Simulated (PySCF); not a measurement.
Species: C4H4NS (doublet state).
Structure used (GFN2-xTB), in Å, numbered top down from 1:
```
atom  x, y, z in Å
C1    -1.146   -0.568   -0.122
C2     0.193    0.090    0.101
C3     0.187    1.516    0.069
N4     0.220    2.660    0.020
C5     1.434   -0.614   -0.238
S6     1.246   -0.632    1.466
H7    -1.044   -1.648   -0.051
H8    -1.508   -0.312   -1.118
H9    -1.876   -0.226    0.610
H10    2.302   -0.262   -0.759
```

Identity: `C[C@]1(C#N)[CH]S1` [radical].

Computed with PySCF, UKS B3LYP, pcH-1 on C H N S, non-relativistic, mean-field spin-orbit, GIAO. Geometry: GFN2-xTB; no solvent, vibrations or thermal averaging. A GFN2-xTB geometry isn't a minimum of the functional, and hyperfine couplings can be far from their values at a DFT geometry. Stability of the SCF solution: not tested.

(1) Predict the first-order ENDOR lines of N4 and H10 under fast tumbling at B = 3366.8 mT (W band).

(2) Which pairs are centred on the nuclear Larmor frequency, and which on half the coupling?

(3) At what field would the lower line of N4 fall to zero frequency?

## Answers

(1) For S = 1/2 in fast tumbling each set of equivalent nuclei gives two lines, ν± = |νn ± a/2| to first order, with νn = g_N μN B/h and μN/h = 7.62259 MHz/T.

| nuclei | isotope | g_N | νn (MHz) | a_iso (MHz) | lower line (MHz) | upper line (MHz) |
| --- | --- | --- | --- | --- | --- | --- |
| N4 | 14N | 0.4038 | 10.36 | 0.70 | 10.01 | 10.71 |
| H10 | 1H | 5.5857 | 143.35 | 29.39 | 128.65 | 158.04 |

(2) Centred on νn, since |a| < 2νn: N4 and H10. No pair has |a| > 2νn.

(3) Where νn = |a|/2, that is B = 0.35 MHz/(0.4038 × 7.62259 MHz/T) = 114 mT, as far as first order holds there.
